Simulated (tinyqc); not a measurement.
Worked calculation: UHF in the sto-3g basis, for LiH+, spin multiplicity 2. One step of it, computed by the program tinyqc.

Problem. Iteration 2: building the Fock matrix. J_ij = sum D_kl (ij|kl) with D = D(alpha) + D(beta), K_ij = sum D_kl (ik|jl) for each spin; F = H + J - K(s); E = tr D H + tr D J / 2 - 0.5 sum_s tr D(s) K(s) + E_nn.

D(alpha) after iteration 1, lower triangle:
```
            1Li 1s    1Li 2s   1Li 2px   1Li 2py   1Li 2pz     2H 1s
1Li 1s    0.998673
1Li 2s   -0.003368  0.072491
1Li 2px   0.000000  0.000000  0.000000
1Li 2py   0.000000  0.000000  0.000000  0.000000
1Li 2pz  -0.025892  0.071434  0.000000  0.000000  0.070902
2H 1s    -0.080305  0.198899  0.000000  0.000000  0.197605  0.550794
```

D(beta) after iteration 1, lower triangle:
```
            1Li 1s     1Li 2s   1Li 2px   1Li 2py    1Li 2pz     2H 1s
1Li 1s    0.987855
1Li 2s    0.024382   0.000602
1Li 2px   0.000000   0.000000  0.000000
1Li 2py   0.000000   0.000000  0.000000  0.000000
1Li 2pz   0.001393   0.000034  0.000000  0.000000   0.000002
2H 1s    -0.002319  -0.000057  0.000000  0.000000  -0.000003  0.000005
```

core Hamiltonian H = T + V (hartree), lower triangle:
```
            1Li 1s     1Li 2s    1Li 2px    1Li 2py    1Li 2pz      2H 1s
1Li 1s   -4.692912
1Li 2s   -1.053742  -1.369772
1Li 2px   0.000000   0.000000  -1.114118
1Li 2py   0.000000   0.000000   0.000000  -1.114118
1Li 2pz  -0.012112  -0.108020   0.000000   0.000000  -1.199706
2H 1s    -0.176007  -0.552079   0.000000   0.000000  -0.711943  -1.326321
```

Two-electron integrals (ij|kl) in chemists' order, unique and non-zero (hartree):
```
(11|11) 1.680395   (21|11) 0.265420   (21|21) 0.049941   (22|11) 0.397727
(22|21) 0.092860   (22|22) 0.290562   (31|31) 0.008981   (32|31) 0.013788
(32|32) 0.064184   (33|11) 0.396640   (33|21) 0.092880   (33|22) 0.290497
(33|33) 0.312946   (41|41) 0.008981   (42|41) 0.013788   (42|42) 0.064184
(43|43) 0.016869   (44|11) 0.396640   (44|21) 0.092880   (44|22) 0.290497
(44|33) 0.279207   (44|44) 0.312946   (51|51) 0.008981   (52|51) 0.013788
(52|52) 0.064184   (53|53) 0.016869   (54|54) 0.016869   (55|11) 0.396640
(55|21) 0.092880   (55|22) 0.290497   (55|33) 0.279207   (55|44) 0.279207
(55|55) 0.312946   (61|11) 0.041583   (61|21) 0.007875   (61|22) 0.014962
(61|33) 0.014788   (61|44) 0.014788   (61|51) 0.000953   (61|52) 0.001859
(61|55) 0.015317   (61|61) 0.001362   (62|11) 0.115519   (62|21) 0.027382
(62|22) 0.092899   (62|33) 0.087847   (62|44) 0.087847   (62|51) 0.004381
(62|52) 0.028366   (62|55) 0.102911   (62|61) 0.005186   (62|62) 0.052178
(63|31) 0.001994   (63|32) 0.009775   (63|53) 0.004168   (63|63) 0.003366
(64|41) 0.001994   (64|42) 0.009775   (64|54) 0.004168   (64|64) 0.003366
(65|11) 0.148593   (65|21) 0.035538   (65|22) 0.124728   (65|33) 0.116182
(65|44) 0.116182   (65|51) 0.006765   (65|52) 0.043558   (65|55) 0.141689
(65|61) 0.006951   (65|62) 0.076157   (65|65) 0.112344   (66|11) 0.286452
(66|21) 0.068950   (66|22) 0.258272   (66|33) 0.235649   (66|44) 0.235649
(66|51) 0.011829   (66|52) 0.096819   (66|55) 0.303350   (66|61) 0.013461
(66|62) 0.184559   (66|65) 0.278731   (66|66) 0.774606
```

nuclear repulsion = 0.86045075 hartree

Give: Coulomb J; exchange K(alpha); exchange K(beta); F(alpha); F(beta); total energy of this density.

Solution.

Coulomb J (hartree), lower triangle:
```
         1Li 1s  1Li 2s  1Li 2px  1Li 2py  1Li 2pz  2H 1s
1Li 1s    3.662
1Li 2s    0.604   1.062
1Li 2px   0.000   0.000    1.041
1Li 2py   0.000   0.000    0.000    1.041
1Li 2pz   0.012   0.090    0.000    0.000    1.097
2H 1s     0.097   0.400    0.000    0.000    0.549  1.234
```

exchange K(alpha) (hartree), lower triangle:
```
         1Li 1s  1Li 2s  1Li 2px  1Li 2py  1Li 2pz  2H 1s
1Li 1s    1.678
1Li 2s    0.274   0.147
1Li 2px   0.000   0.000    0.022
1Li 2py   0.000   0.000    0.000    0.022
1Li 2pz   0.001   0.121    0.000    0.000    0.170
2H 1s     0.045   0.219    0.000    0.000    0.291  0.632
```

exchange K(beta) (hartree), lower triangle:
```
         1Li 1s  1Li 2s  1Li 2px  1Li 2py  1Li 2pz  2H 1s
1Li 1s    1.673
1Li 2s    0.273   0.054
1Li 2px   0.000   0.000    0.010
1Li 2py   0.000   0.000    0.000    0.010
1Li 2pz   0.000   0.000    0.000    0.000    0.010
2H 1s     0.044   0.009    0.000    0.000    0.001  0.002
```

F(alpha) (hartree), lower triangle:
```
         1Li 1s  1Li 2s  1Li 2px  1Li 2py  1Li 2pz   2H 1s
1Li 1s   -2.709
1Li 2s   -0.723  -0.455
1Li 2px   0.000   0.000   -0.095
1Li 2py   0.000   0.000    0.000   -0.095
1Li 2pz  -0.001  -0.139    0.000    0.000   -0.273
2H 1s    -0.124  -0.371    0.000    0.000   -0.455  -0.724
```

F(beta) (hartree), lower triangle:
```
         1Li 1s  1Li 2s  1Li 2px  1Li 2py  1Li 2pz   2H 1s
1Li 1s   -2.704
1Li 2s   -0.722  -0.362
1Li 2px   0.000   0.000   -0.083
1Li 2py   0.000   0.000    0.000   -0.083
1Li 2pz   0.000  -0.018    0.000    0.000   -0.113
2H 1s    -0.122  -0.161    0.000    0.000   -0.164  -0.094
```

total energy of this density = -7.61654 hartree
